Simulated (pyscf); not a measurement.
Optimised with ωB97X-D3(BJ)/def2-SVP in PySCF.

Task: For the elementary gas-phase step GaH₃ (SMILES [GaH3]) + HCl (SMILES Cl) → Cl–GaH₂ (SMILES [Cl][GaH2]) + H₂ (SMILES [H][H]) (singlet surface; Ga–H, Cl–H broken, Cl–Ga, H–H formed), what barrier and reaction energy does ωB97M-D3(BJ)/def2-TZVP give, measured from the separated reactants?

Result: ΔE‡ = 3.5 kcal/mol, ΔE = -26.4 kcal/mol. Zero-point energy shifts the barrier by +1.3 kcal/mol. It is a four-centre exchange, with an imaginary mode of 1000i cm⁻¹. On the reactant side the descent ends in a complex, 7.4 kcal/mol under the separated species and 8.3 kcal/mol under the saddle at ωB97X-D3(BJ)/def2-TZVP. At ωB97X-D3(BJ)/def2-TZVP the barrier from the zero used here is 1.0 kcal/mol. This is the saddle that the search found; another between the same sides may lie lower. Elements up to Kr have no core potential and no relativistic terms here.
